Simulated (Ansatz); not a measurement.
A calculation with Ansatz (development build ahead of 0.2.0).

```yaml
crystal:
  periodic: [false, false, false]
  atoms:
    - { symbol: O, position_ang: [1.14979, 0.0, 0.0] }
    - { symbol: C, position_ang: [0.35276, 1.08646, 0.0] }
    - { symbol: C, position_ang: [-0.95835, 0.71534, 0.0] }
    - { symbol: C, position_ang: [-0.95835, -0.71534, 0.0] }
    - { symbol: C, position_ang: [0.35276, -1.08646, 0.0] }
    - { symbol: H, position_ang: [0.85476, 2.05067, 0.0] }
    - { symbol: H, position_ang: [-1.82038, 1.37897, 0.0] }
    - { symbol: H, position_ang: [-1.82038, -1.37897, 0.0] }
    - { symbol: H, position_ang: [0.85476, -2.05067, 0.0] }
basis:
  gaussian: { orbitals: cc-pVTZ }
hamiltonian:
  xc: hf
correlation:
  method: mp2
  frozen_orbitals: { C: 1, H: 0, O: 1 }
```

The input is written out in the form of the current development build from the run's settings.

Output:

```yaml
Converged: yes
Reference_energy: -228.70630 hartree
Correlation_energy: -0.86930 hartree
Total_energy: -229.57559 hartree
Spin_squared_of_the_determinant: 0.000
```
